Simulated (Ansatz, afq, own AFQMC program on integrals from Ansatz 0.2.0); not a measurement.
Two steps: Ansatz 0.2.0 writes the Fock matrix and Cholesky factors of the valence space, and afq projects on them the lowest state that overlaps trial and start.

```yaml
crystal:
  periodic: [false, false, false]
  atoms:
    - {symbol: Ge, position_ang: [0.000000, 0.000000, 0.000000]}
    - {symbol: H, position_ang: [0.000000, 0.000000, 4.289000]}
basis:
  gaussian: {orbitals: cc-pVTZ}
magnetization: {spin_polarized: true, initial_magnetization: 3}
correlation: {method: ccsd_t, electrons: outside_noble_gas, hamiltonian_folder: ham}
```

```sh
$ ansatz run in.yaml --threads 1 --pin off --events-out ev --progress --plain --max-ram 16896MiB --backend cuda --devices 0, --max-vram 18GiB
```

afq runs on the folder ham with

```
--method phaseless --trial cisd --walkers 4000 --populations 20 --least-time 60 --time-step 0.005 --steps-per-block 50 --equilibration-blocks 40 --max-blocks 4000 --target-error 0.00027 --factor-cut 1e-05 --start spin_pure --seed 210 --release-times 0.24,0.51,0.99,1.62,2.4 --release-step 0.03 --release-every 3 --taylor-order 6
```

Times are imaginary, in 1/Eh. The walk had a cap of 130 s. With eight or more populations the least sampling time is a fifth of least-time, and the error comes from their spread. Filled inner d shells are frozen with the cores.

```
orbitals 43  electrons 4 1  factors 277 of 351
reference energy -2075.86092371 Eh
CCSD correlation -0.06511734 Eh in 10 cycles, weight of the determinant in the CISD state 0.9441
energy of the start -2075.925992 Eh
 block  time / (1/Eh)  mean weight  energy / Eh
     1     0.250  1.0002  -2075.926116
     2     0.500  0.9998  -2075.926433
     3     0.750  0.9999  -2075.926787
     4     1.000  0.9999  -2075.927061
     5     1.250  0.9999  -2075.927369
     7     1.750  0.9999  -2075.927653
     9     2.250  1.0001  -2075.927867
    11     2.750  0.9999  -2075.928054
    15     3.750  1.0000  -2075.928411
    19     4.750  0.9999  -2075.928246
    21     5.250  1.0000  -2075.928607
    23     5.750  0.9999  -2075.928450
    27     6.750  0.9999  -2075.928245
    31     7.750  1.0000  -2075.928258
    35     8.750  1.0001  -2075.928198
    39     9.750  0.9999  -2075.928078
    43    10.750  0.9998  -2075.928220
    47    11.750  0.9996  -2075.928270
    51    12.750  1.0001  -2075.928240
    55    13.750  0.9999  -2075.928252
    59    14.750  0.9999  -2075.928233
    63    15.750  1.0000  -2075.928371
    67    16.750  1.0001  -2075.928349
    71    17.750  0.9998  -2075.928392
    75    18.750  1.0001  -2075.928255
    79    19.750  1.0002  -2075.928126
    83    20.750  1.0000  -2075.928295
    87    21.750  0.9999  -2075.928347
    89    22.250  1.0001  -2075.928395
error from the spread of 20 populations
released: time / (1/Eh)  energy / Eh  error  mean overlap
  0.24  -2075.928329  0.000040  0.9986
  0.51  -2075.928344  0.000029  0.9981
  0.99  -2075.928389  0.000025  0.9962
  1.62  -2075.928366  0.000032  0.9950
  2.40  -2075.928429  0.000023  0.9942
energy -2075.928296 +/- 0.000044 Eh
(rows thinned)
```

(1) Estimate how long the walk took on 1 × NVIDIA H100 80GB HBM3 with 2 threads of AMD EPYC 7R13 Processor (Zen 3), on a shared host (the card was shared).

The run passed its tests (sampling time, drift between the halves within three errors, error under three times the target), which doesn't prove that it has relaxed.

Against this walk (error 1.2 meV) on the same determinant: CCSD(T) 11.2 meV higher, CCSDT(Q) 3.7 meV lower, CCSDTQ 4.0 meV lower, full CI 3.9 meV lower. The error is statistical and leaves out the bias of the constraint. Released to 2.40 1/Eh the energy lies 3.6 ± 1.4 meV (both errors) below the phaseless value, which shows part or all of the bias of the constraint, and full CI lies 0.3 meV below the released value.

Cautions: constraint bias not in the error; no relativity below Rb; no spin-orbit coupling; inner d shell frozen; lower spins were not checked.

## Answers

(1) 28 s of wall time.

CCSDT and higher add their correlation energy to the determinant of the CCSD(T) run, since their own runs factorise the integrals more tightly (a shift of under 2 meV). A walk keeps the symmetry of its determinant, which the program's search chose and which needn't be the lowest solution, so a lower state of the same spin and another symmetry isn't excluded.
